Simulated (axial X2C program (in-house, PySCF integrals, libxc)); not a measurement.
Which molecule gave these maps?

PBE0 fields computed with an axial X2C code built on PySCF integrals, two-component, near the equilibrium distance, one atom at z = 0.

The maps cover the half plane through the axis: z from -2.4 to 3.6 Å along the bond, ρ from 0.15 to 2.25 Å away from it.

log10 of the density in e/bohr³:

```
 ρ\z  -2.4  -1.8  -1.2  -0.6   0.0   0.6   1.2   1.8   2.4   3.0   3.6
0.15  -3.3  -2.4  -1.5  -0.8   1.2  -0.8  -0.8   0.6  -1.1  -1.8  -2.7
0.45  -3.4  -2.5  -1.6  -1.0  -0.4  -0.9  -0.9  -1.0  -1.3  -1.9  -2.8
0.75  -3.5  -2.6  -1.8  -1.2  -1.0  -1.1  -1.2  -1.3  -1.5  -2.1  -2.9
1.05  -3.6  -2.8  -2.1  -1.5  -1.3  -1.4  -1.6  -1.6  -1.9  -2.4  -3.1
1.35  -3.8  -3.1  -2.4  -1.9  -1.7  -1.8  -1.9  -2.0  -2.3  -2.7  -3.4
1.65  -4.1  -3.4  -2.7  -2.3  -2.1  -2.2  -2.3  -2.5  -2.7  -3.1  -3.7
1.95  -4.3  -3.7  -3.1  -2.7  -2.6  -2.6  -2.7  -2.9  -3.1  -3.5  -4.0
2.25  -4.6  -4.0  -3.5  -3.2  -3.0  -3.0  -3.1  -3.3  -3.5  -3.8  -4.3
```

Electron localisation function (collinear form, no current term, damped to 0 at low density):

```
 ρ\z  -2.4  -1.8  -1.2  -0.6   0.0   0.6   1.2   1.8   2.4   3.0   3.6
0.15  0.10  0.71  0.93  0.16  0.63  0.16  0.68  1.00  0.94  0.98  0.93
0.45  0.08  0.67  0.92  0.66  0.22  0.53  0.84  0.05  0.96  0.97  0.90
0.75  0.05  0.57  0.89  0.91  0.48  0.74  0.82  0.65  0.95  0.96  0.81
1.05  0.02  0.41  0.81  0.89  0.81  0.71  0.72  0.70  0.89  0.90  0.58
1.35  0.01  0.22  0.65  0.80  0.74  0.61  0.58  0.57  0.73  0.73  0.23
1.65  0.00  0.08  0.41  0.61  0.58  0.46  0.40  0.37  0.47  0.37  0.05
1.95  0.00  0.02  0.17  0.36  0.38  0.30  0.23  0.19  0.19  0.09  0.01
2.25  0.00  0.00  0.04  0.13  0.18  0.15  0.10  0.07  0.04  0.01  0.00
```

Axial spin density in 10⁻³ e/bohr³:

```
 ρ\z  -2.4  -1.8  -1.2  -0.6   0.0   0.6   1.2   1.8   2.4   3.0  3.6
0.15   0.1   0.5   3.1   6.1  81.3  20.3  19.8   8.1  71.6  14.0  2.0
0.45   0.1   0.5   2.5   7.4   4.6  21.6  12.7  27.1  45.6  10.6  1.6
0.75   0.1   0.3   1.8   6.3  13.4  16.0   8.5  16.9  21.4   6.3  1.1
1.05   0.0   0.2   1.0   3.7   8.3   8.6   5.1   7.5   8.5   3.2  0.7
1.35   0.0   0.1   0.6   1.8   3.7   3.9   2.6   3.1   3.2   1.4  0.4
1.65   0.0   0.1   0.3   0.8   1.5   1.6   1.2   1.2   1.2   0.6  0.2
1.95   0.0   0.0   0.1   0.3   0.6   0.7   0.5   0.5   0.4   0.2  0.1
2.25   0.0   0.0   0.1   0.1   0.2   0.2   0.2   0.2   0.2   0.1  0.0
```

Task: Which molecule is it?
A. TiH⁺
B. LvCl
C. BP
D. AlP

Result: C. BP, with P at z = 0 and B at z = 1.741 Å, state Ω = 2 (⟨Sz⟩ = 1.00, ⟨Lz⟩ = 1.00 at PBE0), basis P dyall-v3z [8s7p2d1f], B dyall-v3z [7s6p2d1f] (cores contracted in-house). The state is one determinant whose occupation by symmetry is held fixed; it was picked as the lowest of a PBE0 search that is not exhaustive. Density functionals use the spin component along the axis (collinear). PBE0 can misorder states that lie within some tenths of an eV, so this need not be the ground state of the molecule. The nearest other 2c determinant of the search, Ω = 1, lies 0.13 eV up at the distance of the search. Without a current term, density functionals place determinants with orbital angular momentum somewhat too high. With several unpaired electrons one determinant need not be a pure state. Open-shell Ω = 0 determinants with evenly filled partner blocks cannot be reached by this program, so the Ω shown need not be the lowest component.
